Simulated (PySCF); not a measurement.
First hyperpolarisability: SMILES C#CC#COC, C₅H₄O

Molfile (atoms numbered from 1):
```
C5H4O
     RDKit          3D

 10  9  0  0  0  0  0  0  0  0999 V2000
    3.4877    0.1676   -0.5327 C   0  0  0  0  0  0  0  0  0  0  0  0
    2.2878    0.2224   -0.4427 C   0  0  0  0  0  0  0  0  0  0  0  0
    0.9362    0.2632   -0.3320 C   0  0  0  0  0  0  0  0  0  0  0  0
   -0.2668    0.3443   -0.2611 C   0  0  0  0  0  0  0  0  0  0  0  0
   -1.5594    0.4302   -0.1794 O   0  0  0  0  0  0  0  0  0  0  0  0
   -2.2154   -0.6499    0.4635 C   0  0  0  0  0  0  0  0  0  0  0  0
    4.5316    0.1300   -0.6145 H   0  0  0  0  0  0  0  0  0  0  0  0
   -2.0458   -1.5882   -0.0735 H   0  0  0  0  0  0  0  0  0  0  0  0
   -1.8704   -0.7606    1.4961 H   0  0  0  0  0  0  0  0  0  0  0  0
   -3.2767   -0.4070    0.4537 H   0  0  0  0  0  0  0  0  0  0  0  0
  1  2  3  0
  2  3  1  0
  3  4  3  0
  4  5  1  0
  5  6  1  0
  1  7  1  0
  6  8  1  0
  6  9  1  0
  6 10  1  0
M  END
```

Level of theory: quadratic response PBE0/def2-SVPD first hyperpolarisability, Taylor convention, gas phase (PySCF 2.14.0). Geometry: GFN2-xTB.

Give β for the processes computed.

In 10⁻³⁰ esu, Taylor convention; the vector part is βᵢ = ⅓ Σⱼ (βᵢⱼⱼ + βⱼᵢⱼ + βⱼⱼᵢ); β∥ is 3/5 of the vector part along the dipole, the dipole points from − to +:
```tsv
process	λ (nm)	β vector norm	β∥	β HRS	depolarisation ratio
static β(0;0,0)	∞	2.67	0.78	1.11	4.95
second harmonic β(−2ω;ω,ω)	1550	2.83	0.82	1.18	4.94
Pockels β(−ω;ω,0)	1550	2.72	0.79	–	–
second harmonic β(−2ω;ω,ω)	1064	3.04	0.88	1.27	4.93
Pockels β(−ω;ω,0)	1064	2.79	0.81	–	–
second harmonic β(−2ω;ω,ω)	694.3	3.66	1.05	1.54	4.89
Pockels β(−ω;ω,0)	694.3	2.95	0.86	–	–
```

Which lowest excitations, dipole and polarisabilities go with it?

S1 4.56 eV (f = 0.000); S2 5.04 eV (f = 0.001); S3 5.29 eV (f = 0.000); dipole 2.43 D; isotropic α 68.8 au static, 69.2 au at 1550 nm, 69.7 au at 1064 nm, 70.5 au at 775 nm, 71.0 au at 694.3 nm, 72.6 au at 532 nm, 79.0 au at 347.1 nm.
